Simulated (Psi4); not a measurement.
# B3LYP/cc-pVDZ (sweep point 1) run of PN (phosphorus nitride)

We compute the response to a field of PN (phosphorus nitride). Input form: a Python script.

The calculation is run with Psi4 1.11.

3 further runs of the same task are left out: 3 set aside as unsound or not needed.

## (1) The system as given

PN has 2 atoms, charge 0, and is taken as a singlet. As SMILES, `N#P`. The bond length is the measured one.

Bond lengths: N1–P2 1.491 Å.

## (2) The polarisability at B3LYP/cc-pVDZ (sweep point 1)

calc.py reads:

```python
import psi4

psi4.set_memory(1600000000)
psi4.set_num_threads(1)
psi4.core.set_output_file('run.log', False)

mol = psi4.geometry("""
N      0.000000     0.000000     0.000000
P      0.000000     0.000000     1.490866
symmetry c1
""")

options = {'puream': True, 'scf_type': 'pk', 'dft_radial_points': 99, 'dft_spherical_points': 590}
psi4.set_options(options)

energy_value = psi4.properties('b3lyp/cc-pVDZ', properties=['dipole_polarizabilities'], molecule=mol)
print(f'b3lyp/cc-pVDZ energy: {energy_value:.10f} Eh')
for k, v in sorted(psi4.core.scalar_variables().items()):
    print(f'{k:45s} {v:18.10f}')
```

Started as:

```
$ python calc.py
```

**Question.** What will come out? Wanted: total energy; dipole moment; HOMO energy; LUMO energy; HOMO–LUMO gap; mean static polarisability.

**Answer.** As computed:

Level: B3LYP/cc-pVDZ (sweep point 1).

```
                  quantity          value
              total energy  -396.08050 Eh
             dipole moment         2.47 D
               HOMO energy       -8.75 eV
               LUMO energy       -2.15 eV
             HOMO–LUMO gap        6.60 eV
mean static polarisability     19.8 bohr³
```
